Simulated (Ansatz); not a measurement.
A made-up structure of MgSiH$_{3}$F, singlet:

F1  (0.932, -3.024, 1.372)
Mg2  (0.458, -1.484, 0.674)
Si3  (-0.233, 0.756, -0.343)
H4  (-1.480, 0.646, -1.157)
H5  (0.784, -1.824, 2.328)
H6  (-0.494, 1.792, 0.700)
(Å)

It is relaxed with PBE-D4/def2-SVP and then PBE0-D4/def2-TZVP (Ansatz 0.2.0). Atoms count as bonded within 1.22 times the sum of their covalent radii (H–H: 0.88 Å). The end point is not checked to be a true minimum.

Q: Does its bonding change? (Judge from chemistry; the calculation decides.)

A: By the calculation: Yes. Formed: Si3–H5; broken: Mg2–H5.

Where it ends: The first stage lowers the energy by 4.08 eV in 22 steps. It ends as MgSiH₃F ([F][Mg][SiH3]):
```xyz
6
angstrom
F 1.8490 -3.4300 0.5116
Mg 0.9046 -1.9501 0.5546
Si -0.4693 0.2040 0.6164
H -1.4473 0.2817 -0.5084
H -1.2577 0.3338 1.8771
H 0.3876 1.4224 0.5216
```

Labels in which every atom is bracketed show which atoms are joined, not bond orders.

For scale, one of the runs: PBE0-D4/def2-TZVP relaxation, 118 basis functions, launched by `ansatz run in.yaml --threads 2 --pin off --events-out ev --progress --plain --max-ram 4352MiB`. Hardware: 2 CPU threads of an Arm Neoverse V1, shared host. Wall time about 11 s.
